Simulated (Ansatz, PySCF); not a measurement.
Gas-phase enthalpy of formation at 298 K, by the atomisation route, of N#CC(F)(F)F (SMILES; C2F3N). Structures are relaxed separately at B3LYP-D3(BJ)/def2-TZVP in Ansatz (a first-principles code). Valence correlation only, unless marked. UHF or UKS for open shells. No spin-orbit coupling. Non-relativistic. Basis-set limits of correlation are two-point, X^-3; Hartree-Fock from the larger set. The bracket is a focal-point correction in the basis named. Thermal terms are rigid-rotor harmonic-oscillator values from B3LYP-D3(BJ) frequencies (PySCF) at 298.15 K and 1 atm. 1 Eh = 627.5095 kcal/mol.

```csv
species,count,"E, RI-MP2/CBS(cc-pVTZ,cc-pVQZ)+[CCSD(T)-MP2]/cc-pVTZ (Ansatz) (Eh)","E, PBE/def2-TZVPD (Ansatz) (Eh)",measured ΔHf at 0 K (kcal/mol),H(298) - H(0) of the element (kcal/mol)
N#CC(F)(F)F,1,-430.13069,-430.21998,-,-
C atom,2,-37.79136,-37.79605,169.98,0.25
F atom,3,-99.66587,-99.67049,18.47,1.05
N atom,1,-54.53146,-54.53224,112.53,1.04
```

Molecule: zero-point energy 14.12, H(298) - H(0) 3.79 kcal/mol. The route leaves out scalar relativity and anharmonic zero-point terms, the atoms' spin-orbit terms, and in the frozen-core level the core correlation. Atomic data: G2/97 table in ASE.

Measured: -118.4 kcal/mol (G2/97 table in ASE (Curtiss et al.)). This is an older compilation, not checked against later work.

Work out De, D0 and ΔHf at 0 and 298 K at both levels, and their errors against the measured value.


The atoms' values sum to 507.90 (0 K) and 4.69 (thermal), in kcal/mol.
- RI-MP2/CBS(cc-pVTZ,cc-pVQZ)+[CCSD(T)-MP2]/cc-pVTZ: De = 639.37; D0 = 639.37 - 14.12 = 625.25; ΔHf(0 K) = 507.90 - 625.25 = -117.35; ΔHf(298 K) = -117.35 + 3.79 - 4.69 = -118.25; error +0.2.
- PBE/def2-TZVPD: De = 680.33; D0 = 680.33 - 14.12 = 666.21; ΔHf(0 K) = 507.90 - 666.21 = -158.31; ΔHf(298 K) = -158.31 + 3.79 - 4.69 = -159.21; error -40.8.
